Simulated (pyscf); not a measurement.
Optimised with ωB97X-D3(BJ)/def2-SVP in PySCF. MP2 and CC: frozen core, UHF for open shells. ΔMP2 is the change of the MP2 total energy from the triple- to the quadruple-zeta basis.

SMILES: C#C[C]C
```xyz
8

C      1.4115     0.7651    -1.3615
C      0.4894     0.2769    -0.4924
C     -0.2820    -0.1089     0.3980
C     -1.1664    -0.5747     1.4539
H      1.1702     0.4701    -2.4024
H     -0.6810    -1.4475     1.9240
H     -2.1542    -0.8939     1.0852
H     -1.2877     0.1839     2.2440
```

Q: What is the homolytic dissociation enthalpy (298 K, CCSD(T)/def2-TZVPP + ΔMP2(QZVPP)) of the C–H bond of [HC≡C–C–CH₃] (SMILES C#C[C]C) [singlet], to •HC=C=C=CH₂ + H•?

A: C–H to •HC=C=C=CH₂ + H•: 182.1 kJ/mol. The radicals are drawn with the spin at the cut bond; how far it spreads was not checked. [HC≡C–C–CH₃] [singlet] lies 246.6 kJ/mol over its isomer HC≡C–CH=CH₂, and others may lie lower still (electronic energy, ωB97M-D3(BJ)). Other isomers of •HC=C=C=CH₂ were not searched in full and may lie lower. A restricted singlet here is unstable towards spin polarisation, as is usual where a triplet lies low; its energy is less safe. The CCSD(T) − MP2 part came from Ansatz, without density fitting, on the same reference. An open-shell T1 diagnostic exceeds 0.045. A UHF reference is spin-contaminated (<S²> up to 1.43), which harms MP2 most.
